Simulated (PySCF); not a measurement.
Gas-phase reaction: H3SiNH2 + H2SiNH ⇌ N2 + 2 SiH4

Energies from PySCF (xtb for GFN2), thermal terms from the rigid-rotor harmonic-oscillator model, ideal gas at 1 bar. † marks an energy on the PBE0/def2-TZVP geometry and frequencies; other levels use their own. MP2 and CCSD(T) freeze the core. All species are closed-shell singlets. H3SiNH2, H2SiNH: computed as isolated molecules; such fragments, hydroxides, amides, oligomers or adducts are transient or little studied in the gas. MP2 isn't extrapolated to the basis-set limit; its ΔH°(298 K) is -123.0 kJ in def2-SVP and -58.0 kJ in def2-TZVPP. CCSD(T) isn't extrapolated to the basis-set limit; its ΔH°(298 K) is -136.2 kJ in def2-SVP and -75.5 kJ in def2-TZVPP. The harmonic model lacks anharmonicity and excited electronic states, which grow with temperature; levels with a mode under 35 cm⁻¹ are left out. Internal rotation in H3SiNH2 is treated as a harmonic vibration of one conformer, which makes the entropy rough. Warning, large T1 diagnostic: H2SiNH (CCSD(T)/def2-SVP†).

| level | ΔE electronic, kJ | ΔH°(298 K), kJ | ΔS°(298 K), J/K | ΔG°(600 K), kJ |
|---|---|---|---|---|
| CCSD(T)/def2-SVP† | -110 | -136 | 91 | -190 |
| GFN2-xTB | 234 | 209 | 92 | 154 |
| MP2/def2-SVP† | -96 | -123 | 91 | -177 |
| PBE0/def2-SVP† | -44 | -70 | 91 | -124 |
| ωB97M-V/def2-TZVP† | -34 | -61 | 91 | -115 |
| ωB97X-V/def2-TZVP† | -47 | -74 | 91 | -128 |
ΔH° is lowest at CCSD(T)/def2-SVP† and highest at GFN2-xTB. No reference value is set beside these.
